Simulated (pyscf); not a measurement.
Insertion: Cl–C:–Cl [singlet] + H₂C=CH₂ → H₂C=CH–CH(Cl)–Cl

Gas phase, singlet surface, charge 0. Bonds broken: C4–H6. Bonds formed: C2–C4, C2–H6. Structures and frequencies: ωB97X-D3(BJ)/def2-SVP in PySCF. Correlated levels are frozen-core, on RHF or UHF. ΔMP2 is the change of the MP2 total energy from the triple- to the quadruple-zeta basis.

Transition state (Å):

```xyz
9

Cl     1.8345     0.2547    -0.8282
C      1.5518     0.8583     0.7776
Cl     2.5298     0.0414     1.9677
C     -0.2411    -0.2064     1.3027
C     -0.8330    -0.9241     0.3640
H      0.3360     0.9299     1.0640
H     -0.3335    -0.3061     2.3894
H     -1.5536    -1.7099     0.6187
H     -0.6039    -0.7692    -0.6971
```

One imaginary mode, 978i cm⁻¹; descent along it reached the two sides named.

```json
[
 {"bond": "C4–H6", "change": "breaks", "reactant side (Å)": "1.096", "saddle": "1.297", "product side": "2.153"},
 {"bond": "C2–C4", "change": "forms", "reactant side (Å)": "3.3", "saddle": "2.150", "product side": "1.503"},
 {"bond": "C2–H6", "change": "forms", "reactant side (Å)": "2.8", "saddle": "1.251", "product side": "1.097"}
]
```

Electronic energies relative to the separated reactants (kJ/mol):

```tsv
level	barrier	reaction energy	reverse barrier
ωB97X-D3(BJ)/def2-TZVP	83.6	-327.4	411.0
PBE/def2-TZVP	60.4	-299.5	360.0
r²SCAN/def2-TZVP	59.8	-313.2	373.0
B3LYP-D3(BJ)/def2-TZVP	76.9	-309.0	385.9
PBE0-D3(BJ)/def2-TZVP	62.4	-331.4	393.7
M06-2X/def2-TZVP	81.2	-323.5	404.8
ωB97M-D3(BJ)/def2-TZVP	88.3	-312.5	400.8
HF/def2-TZVP	171.9	-291.1	463.1
MP2/def2-QZVPP	59.1	-347.5	406.6
CCSD/def2-TZVPP	100.3	-315.1	415.4
CCSD(T)/def2-TZVPP	85.6	-312.5	398.1
CCSD(T)/def2-TZVPP + ΔMP2(QZVPP)	81.7	-314.9	396.6
```

With CCSD(T)/def2-TZVPP + ΔMP2(QZVPP) energies and thermal terms (ideal gas, 1 atm, RRHO with modes under 100 cm⁻¹ raised to 100, one conformer, R ln 2 for chiral ones without a mode under 150 cm⁻¹), in kJ/mol:

```tsv
T (K)	ΔH‡	ΔG‡	ΔH	ΔG
298	77.6	123.1	-300.2	-253.1
600	79.6	168.5	-298.9	-205.7
900	82.7	212.2	-295.7	-159.8
1200	85.9	255.0	-291.7	-115.1
```

From the product side, •H₂C–CH=CH–Cl + Cl• lies, by one bond made or cut, 118.0 kJ/mol under this saddle at ωB97M-D3(BJ)/def2-TZVP. The same reactants have a lower exit, to cyclic C₃H₄Cl₂ (SMILES ClC1(Cl)CC1) (barrier +17.8 kJ/mol at ωB97M-D3(BJ)/def2-TZVP, against +88.3 kJ/mol here). H₂C=CH–CH(Cl)–Cl lies 23.0 kJ/mol over its isomer H₃C–C(Cl)=CH–Cl (electronic energy, ωB97M-D3(BJ)/def2-TZVP). One saddle was located; it need not be the lowest between these sides. The CCSD(T) − MP2 part came from Ansatz, without density fitting, on the same reference.
